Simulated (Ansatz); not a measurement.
System (SMILES): OCl (OH-Cl).
Geometry (B3LYP-D3(BJ)/def2-TZVP, fixed):
```
O
H 1 0.9686
Cl 1 1.7015 2 103.27
```

Basis-set convergence of the dipole moment at PBE with Ansatz (a quantum-chemistry and plane-wave program). Dipoles come from the density behind the forces; the sign is taken along the dipole that this method gives in the largest set. Cartesian d functions, on some or all atoms, in 6-31G*, 6-31G**, 6-311G**; all else is spherical. The program fits the integrals of some runs and decomposes those of others, by size. No added dispersion term, no relativity. Reference: the value in aug-pcseg-3, 1.499 D. Deviations are taken from unrounded values.

```csv
basis,functions
STO-3G,15
3-21G,24
6-31G,24
6-31G*,36
6-31G**,39
6-311G**,51
def2-SVPD,58
aug-pcseg-1,59
def2-TZVPD,95
def2-TZVPPD,108
aug-pcseg-2,119
def2-QZVPPD,178
aug-pcseg-3,223
```

Task: Which is the smallest set listed that can be trusted to 0.05 D here, that is, within that of the reference together with its larger relatives (same family, alike in diffuse functions; a set with none to test it counts only in the reference's own line)?

Result: The smallest set listed that lies within 0.05 D of the reference with all its larger relatives (same family, alike in diffuse functions; a set with none counts only in the reference's own line) is def2-SVPD (58 functions, 0.018 D off). Value minus reference: STO-3G 0.286, 3-21G 0.455, 6-31G 0.526, 6-31G* 0.219, 6-31G** 0.196, 6-311G** 0.262, def2-SVPD 0.018, aug-pcseg-1 -0.014, def2-TZVPD 0.001, def2-TZVPPD 0.001, aug-pcseg-2 0.004, def2-QZVPPD 0.000, aug-pcseg-3 0.000 D.
